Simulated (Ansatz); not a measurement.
## Worked example: SnH3, doublet against SnH3⁻, triplet

Geometry (PBE0/def2-TZVPD stationary point of a triplet), kept for both states (SnH3⁻, triplet: B1; SnH3, doublet: B1):

```yaml
atoms:
  - { symbol: Sn, position_ang: [0.0000, -0.0123, 0.0000] }
  - { symbol: H, position_ang: [0.0000, -0.1535, -1.9014] }
  - { symbol: H, position_ang: [0.0000, 1.7590, 0.0000] }
  - { symbol: H, position_ang: [0.0000, -0.1535, 1.9014] }
```

Basis def2-TZVPD with its core potentials; Ansatz 0.2.0. Correlated methods freeze the noble-gas cores and the filled d shells of p-block atoms. Prefix R: restricted or restricted open-shell reference; prefix U: unrestricted. No spin–orbit coupling is included; scalar relativity enters through the core potentials alone.

Full CI isn't at hand for all of this; UCCSDT(Q) serves as the reference, and is uncertain by the last step of the cluster series or more.

Unrestricted rows (U, and Kohn–Sham where it breaks symmetry) aren't spin-pure: their determinants' ⟨S²⟩ exceeds S(S+1) by up to 0.13, so they mix in states of higher spin. The highest occupied Kohn–Sham level of the anion is positive, up to +1.30 eV, so in those functionals the extra electron is held by the basis alone, which enters their differences from the reference.

| level | E(SnH3⁻, triplet) (hartree) | E(SnH3, doublet) (hartree) |
| --- | --- | --- |
| UHF | -215.015166 | -214.974722 |
| UMP2 | -215.124000 | -215.075887 |
| UCCSD(T) | -215.157592 | -215.113590 |
| PBE | -216.021054 | -215.970219 |
| PBE0 | -216.031741 | -215.978271 |
| UCCSDT(Q) | -215.158833 | -215.114937 |

Problem. Give the vertical gap, SnH3 doublet less SnH3⁻ triplet, at each level in eV (1 hartree = 27.2114 eV), and each error against UCCSDT(Q).

Solution. UCCSDT(Q): (-215.114937 − (-215.158833)) × 27.2114 = 1.194 eV (the reference)
PBE0: (-215.978271 − (-216.031741)) × 27.2114 = 1.455 eV, error 0.261 eV
PBE: (-215.970219 − (-216.021054)) × 27.2114 = 1.383 eV, error 0.189 eV
UCCSD(T): (-215.113590 − (-215.157592)) × 27.2114 = 1.197 eV, error 0.003 eV
UMP2: (-215.075887 − (-215.124000)) × 27.2114 = 1.309 eV, error 0.115 eV
UHF: (-214.974722 − (-215.015166)) × 27.2114 = 1.101 eV, error -0.093 eV

Total energies of functionals can't be set beside those of wave-function methods, since they hold the core's correlation and their own absolute errors; only the differences compare.

The reference still carries a basis error, for a change of charge of the order of 0.1 eV, so smaller errors of functionals can't be ranked.

Each level lands on the state that its own search finds. T1 diagnostics of restricted CCSD: 0.032 and 0.027.
